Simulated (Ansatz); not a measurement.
## Which is lower?

The two ends of one reaction step of C3H5, doublet (PBE0-D4/def2-TZVP).

A:

C1  (-0.632, -0.289, 0.180)
C2  (-1.484, 0.403, -0.526)
C3  (0.858, -0.094, 0.182)
H4  (-1.010, -1.080, 0.830)
H5  (-1.465, 1.217, -1.237)
H6  (1.212, 0.142, 1.190)
H7  (1.158, 0.713, -0.487)
H8  (1.364, -1.012, -0.132)
(Å)

B:

```xyz
8
angstrom
C -1.4576 0.2971 -0.4263
C -2.5845 0.5302 -0.7577
C 2.0029 -0.4099 0.5867
H -0.4526 0.0892 -0.1308
H -3.5865 0.7372 -1.0523
H 1.7757 -0.1764 1.6170
H 2.3768 0.3613 -0.0715
H 1.9258 -1.4287 0.2349
```

Computed with Ansatz 0.2.0 (basis: def2-TZVPP); correlated methods freeze the cores; orbitals are unrestricted. B3LYP uses VWN-RPA correlation.

(1) Which structure is lower at CCSD(T), and by how much? (An estimate is asked for; the value comes from the calculation.)

No T1 diagnostic of these runs exceeds 0.034. ⟨S²⟩ of the unrestricted Hartree–Fock references: 0.76 to 0.93 (a pure state has 0.75). The unrestricted reference is spin-contaminated, which hurts MP2 most.

## Answers

(1) The calculation gives: A, by 1.209 eV (electronic energy, against the other). By their contacts, A is C₃H₅ ([CH][CH][CH3]) and B is a complex of C₂H₂ (C#C) + CH₃.

All methods give the same order:

```tsv
method	E(B) − E(A) (eV)
SPW92	1.863
PBE-D4	1.490
BLYP-D4	1.226
r2SCAN-D4	1.437
B97M-V	1.410
PBE0-D4	1.541
B3LYP-D4	1.295
r2SCAN0-D4	1.490
BHLYP-D4	1.344
CAM-B3LYP-D4	1.338
wB97X-V	1.418
wB97M-V	1.307
B2PLYP	1.182
PBE-QIDH	1.413
RPA on PBE	1.194
HF	1.189
MP2	0.933
CCSD	1.211
CCSD(T)	1.209
```

Labels in which every atom is bracketed show which atoms are joined, not bond orders.

For scale, one of the runs: CCSD(T)/def2-TZVPP, 163 basis functions, launched by `ansatz run in.yaml --threads 2 --pin off --events-out ev --progress --plain --max-ram 4352MiB`. Time: 60 s of wall clock on 2 CPU threads of an Arm Neoverse V2; the host was shared. Peak host memory: 3.1 GiB.
